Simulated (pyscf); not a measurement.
Four-centre exchange: F–Cd–F + SiH₄ -> F–CdH + F–SiH₃

Gas phase, singlet surface, charge 0. Bonds broken: Cd1–F2, Si4–H5. Bonds formed: Cd1–H5, F2–Si4. PySCF, gas phase, ωB97X-D3(BJ)/def2-SVP geometries.

Transition state (Å):

```xyz
8

Cd     1.3855     0.2308     0.2433
F      0.2156    -1.4179    -0.2640
F      3.0979     1.1368     0.2238
Si    -1.3895    -0.7442     0.6638
H     -0.4017     0.5129     0.8721
H     -1.1914    -1.8937     1.5863
H     -2.0583    -0.8956    -0.6550
H     -2.4084     0.0765     1.4236
```

One imaginary mode, 102i cm⁻¹; descent along it reached the two sides named, in the forms told below.

```csv
bond,change,reactant side (Å),saddle,product side
Cd1–F2,breaks,1.946,2.084,2.573
Si4–H5,breaks,1.510,1.612,3.3
Cd1–H5,forms,2.349,1.916,1.649
F2–Si4,forms,2.8,1.973,1.651
```

Electronic energies relative to the separated reactants (eV):

| level | barrier | reaction energy | reverse barrier |
|---|---|---|---|
| ωB97X-D3(BJ)/def2-TZVP | -0.07 | -1.23 | 1.16 |
| PBE/def2-TZVP | 0.09 | -1.22 | 1.30 |
| r²SCAN/def2-TZVP | 0.00 | -1.29 | 1.29 |
| B3LYP-D3(BJ)/def2-TZVP | 0.09 | -1.30 | 1.39 |
| PBE0-D3(BJ)/def2-TZVP | -0.01 | -1.27 | 1.26 |
| M06-2X/def2-TZVP | -0.05 | -1.29 | 1.24 |
| ωB97M-D3(BJ)/def2-TZVP | 0.02 | -1.31 | 1.33 |
| HF/def2-TZVP | 0.38 | -1.27 | 1.65 |

With ωB97M-D3(BJ)/def2-TZVP energies and thermal terms (ideal gas, 1 atm, RRHO with modes under 100 cm⁻¹ raised to 100, one conformer, R ln 2 for chiral ones without a mode under 150 cm⁻¹), in eV:

| T (K) | ΔH‡ | ΔG‡ | ΔH | ΔG |
|---|---|---|---|---|
| 298 | 0.03 | 0.42 | -1.31 | -1.35 |
| 600 | 0.03 | 0.80 | -1.32 | -1.38 |
| 900 | 0.04 | 1.19 | -1.32 | -1.41 |
| 1200 | 0.06 | 1.56 | -1.31 | -1.44 |

On the reactant side the descent ends in a complex, 0.26 eV under the separated species and 0.19 eV under the saddle at ωB97X-D3(BJ)/def2-TZVP. At ωB97X-D3(BJ)/def2-TZVP, PBE0-D3(BJ), M06-2X the saddle lies under the separated reactants, which points to a path from their complex (located at ωB97X-D3(BJ) alone). This is the saddle that the search found; another between the same sides may lie lower. Elements past Kr carry the def2 core potentials, without spin-orbit coupling.
